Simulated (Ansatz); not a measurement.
# Si2C (singlet): the correlation ladder at distance Si1–C2 = 1.686 Å, cc-pVDZ

How much of the correlation energy of Si2C (singlet) does each wave-function method recover here?

Computed with Ansatz 0.2.0, Gaussian basis. Level: cc-pVDZ, core rule «outside noble gas», up to 11 orbitals frozen.

The runs, in order: UHF; CCSD(T) on RHF; BCCD(T) on RHF; CISD; CCSDT(Q) on RHF; CCSDTQ on RHF; CASSCF and MRCISD+Q, 2 electrons in 2 orbitals; CASSCF and NEVPT2, 2 electrons in 2 orbitals; CASSCF and NEVPT2, 12 electrons in 12 orbitals.

1 further run of the same task is left out (for a known fault of the program).

## (1) The system

The geometry derives from a PBE0/def2-TZVP stationary point (not a proven minimum). One bond is set to the value named and the two fragments are kept rigid.

3 atoms, charge 0, spin multiplicity 1.

Atoms are counted from 1 here; the program's logs count them from 0.

Bond lengths: Si1–C2 1.686 Å, C2–Si3 1.686 Å. Angles: Si1–C2–Si3 180.0°.

## (2) UHF

The input, in.yaml:

```yaml
crystal:
  periodic: [false, false, false]
  atoms:
    - {symbol: Si, position_ang: [0.000000, 0.000000, 1.685600]}
    - {symbol: C, position_ang: [0.000000, 0.000000, 0.000000]}
    - {symbol: Si, position_ang: [0.000000, 0.000000, -1.685600]}
basis:
  gaussian: {orbitals: cc-pVDZ}
magnetization: {spin_polarized: true, initial_magnetization: 0}
hamiltonian: {xc: hf}
output: {orbitals: {seedname: orbitals}}
```

Launch:

```console
$ ansatz run in.yaml --threads 1 --pin off --events-out ev --progress --plain --max-ram 2816MiB --backend cpu
```

The runs that follow: CCSD(T) on RHF; BCCD(T) on RHF; CISD; CCSDT(Q) on RHF; CCSDTQ on RHF; CASSCF and MRCISD+Q, 2 electrons in 2 orbitals; CASSCF and NEVPT2, 2 electrons in 2 orbitals; CASSCF and NEVPT2, 12 electrons in 12 orbitals.

Before running them: what should the planned runs give, taken together? Wanted: RCCSDTQ below the RHF energy; RMP2 from RCCSDTQ; RCCSD from RCCSDTQ; RCCSD(T) from RCCSDTQ; RCCSDT(Q) from RCCSDTQ; NEVPT2 valence from RCCSDTQ; T1 diagnostic; effectively unpaired electrons.

As calculated:

| quantity | value |
| --- | --- |
| RCCSDTQ below the RHF energy | -8.8373 eV |
| RMP2 from RCCSDTQ | +118.4 kJ/mol |
| RCCSD from RCCSDTQ | +60.7 kJ/mol |
| RCCSD(T) from RCCSDTQ | +8.1 kJ/mol |
| RCCSDT(Q) from RCCSDTQ | -0.3 kJ/mol |
| NEVPT2 valence from RCCSDTQ | +115.2 kJ/mol |
| levels within 1 kcal/mol (43 meV) | RCCSDT(Q) |
| T1 diagnostic | 0.020 |
| effectively unpaired electrons | 0.13 |

**Reading.** RCCSD(T) lands +8.1 kJ/mol from the yardstick (1.0 % of the correlation energy). One determinant dominates. These misses are within one basis, not against nature.
